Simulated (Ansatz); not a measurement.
The first iterations of a band of CH5B + H2 (9 atoms, charge 0, multiplicity 1).

The calculation used Ansatz, RKS PBE-D4/def2-mTZVP.

```
movable images  : 9
climbing image  : yes
spring          : 5.0 eV/Å²
optimiser       : quadratic models (default)
start path      : through a guess of the saddle point
force threshold : 0.03 eV/Å
iteration limit : 60
end points      : relaxed
```

Initial state:

```xyz
9
Properties=species:S:1:pos:R:3
B 0.021 0.144 0.402
C 0.045 0.353 1.945
H -0.895 0.124 2.467
H 0.889 -0.115 2.471
H 0.191 1.449 2.072
H 1.041 -0.022 -0.216
H -1.004 0.252 -0.220
H -0.326 -2.326 -0.057
H -0.313 -2.430 0.689
```

Final state:

```xyz
9
Properties=species:S:1:pos:R:3
B -0.094 -0.572 -0.372
C 0.008 -0.035 2.244
H -0.953 0.009 2.770
H 0.816 -0.320 2.928
H 0.230 0.933 1.785
H 0.996 -0.097 -0.518
H -1.069 0.122 -0.444
H -0.219 -1.767 -0.326
H -0.066 -0.847 1.486
```

| iteration | highest image above the first end (eV) | largest band force component (eV/Å) |
| --- | --- | --- |
| 1 | 2.775 | 3.864 |
| 2 | 1.409 | 2.847 |
| 3 | 0.853 | 3.045 |

**Question.** Does the band converge within its limit, and where does its top end?

**Answer.** It converged. It ended after 9 iterations with the highest image 0.413 eV above the first end. A vibrational analysis at the climbing image gives one clearly imaginary mode, 964i cm⁻¹: a first-order saddle point. The orbitals stay closed-shell, which can raise the energy where a bond breaks towards radicals; this wasn't checked here.

Run time: 120 s on 1 thread of Arm Neoverse V1 (shared host), peak memory 0.11 GiB.
